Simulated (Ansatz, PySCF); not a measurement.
This PySCF input computes a B3LYP/def2-TZVPD energy:

```python
from pyscf import gto, scf, dft

mol = gto.M(
    atom='''
    Si   -0.00208985    0.00098185    0.08026338
    H     0.00076796    1.40657062   -0.39205880
    H     1.23601882   -0.70198617   -0.33410250
    H    -1.20752894   -0.71833034   -0.39752608
    ''',
    basis='def2-tzvpd',
    charge=0,
    spin=1,
    verbose=4,
)

mf = dft.UKS(mol, xc='b3lyp').density_fit(auxbasis='def2-universal-jkfit')
mf.grids.level = 3
mf.conv_tol = 1e-9
mf.max_cycle = 100
mf.max_memory = 1500
mf.kernel()
if not mf.converged:
    mf = mf.newton()
    mf.kernel(mf.make_rdm1())
for _ in range(2):
    mo, _, stable, _ = mf.stability(return_status=True)
    if stable:
        break
    mf.kernel(mf.make_rdm1(mo, mf.mo_occ))
mf.analyze()
```

### Question
Write an input for the same energy in Ansatz (a quantum-chemistry and plane-wave program) and say what it gives.

### Answer

Ansatz 0.2 input:
```yaml
crystal:
  periodic: [false, false, false]
  atoms:
    - {symbol: Si, position_ang: [-0.00208985, 0.00098185, 0.08026338]}
    - {symbol: H, position_ang: [0.00076796, 1.40657062, -0.39205880]}
    - {symbol: H, position_ang: [1.23601882, -0.70198617, -0.33410250]}
    - {symbol: H, position_ang: [-1.20752894, -0.71833034, -0.39752608]}
basis:
  gaussian:
    orbitals: def2-TZVPD
hamiltonian:
  xc: {name: B3LYP}
magnetization: {spin_polarized: true, initial_magnetization: 1}
output: {forces: true}
```
It gives -291.26274 Eh, and PySCF -291.26278 Eh, a difference of 0.04 mEh, from the treatment of integrals and grids.
